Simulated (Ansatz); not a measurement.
A run of Ansatz (development build ahead of 0.2.0) on triplet C4H4 at this shape:

```yaml
atoms:
  - { symbol: C, position_ang: [-0.5758, 0.6408, 0.5626] }
  - { symbol: C, position_ang: [0.7357, 0.5774, 0.4106] }
  - { symbol: C, position_ang: [0.5646, -0.6461, -0.5487] }
  - { symbol: C, position_ang: [-0.7470, -0.5841, -0.3948] }
  - { symbol: H, position_ang: [-1.2508, 1.2736, 1.1194] }
  - { symbol: H, position_ang: [1.5772, 1.1364, 0.7931] }
  - { symbol: H, position_ang: [1.2408, -1.2776, -1.1056] }
  - { symbol: H, position_ang: [-1.5892, -1.1462, -0.7716] }
```

Its results:

| Item | Value |
| --- | --- |
| Converged | yes |
| Total energy | -153.49021 hartree |
| Spin squared of the determinant | 2.015 |
| Stability test | minimum |

Forces (eV/Å):
```tsv
atom	Fx	Fy	Fz
C1	-5.904	-3.183	-2.054
C2	4.929	-3.702	-3.322
C3	8.273	3.050	1.770
C4	-7.305	3.796	3.587
H5	-0.035	-0.024	-0.019
H6	0.019	-0.035	-0.036
H7	0.020	0.042	0.033
H8	0.004	0.058	0.042
```

Problem. Which input gives this output? Name the method, the orbitals and the basis set, and write the input.

Solution. UHF in def2-SVP.

```yaml
crystal:
  periodic: [false, false, false]
  atoms:
    - { symbol: C, position_ang: [-0.57577, 0.64081, 0.56263] }
    - { symbol: C, position_ang: [0.73573, 0.57738, 0.41064] }
    - { symbol: C, position_ang: [0.56458, -0.64607, -0.54866] }
    - { symbol: C, position_ang: [-0.74696, -0.58415, -0.39476] }
    - { symbol: H, position_ang: [-1.25082, 1.27359, 1.11944] }
    - { symbol: H, position_ang: [1.57716, 1.13643, 0.79313] }
    - { symbol: H, position_ang: [1.24082, -1.27757, -1.10555] }
    - { symbol: H, position_ang: [-1.58915, -1.14617, -0.77162] }
basis:
  gaussian: { orbitals: def2-SVP }
magnetization:
  spin_polarized: true
  initial_magnetization: 2
hamiltonian:
  xc: hf
output:
  forces: true
```

Caution: another spin multiplicity may lie lower; the determinant breaks the point group.
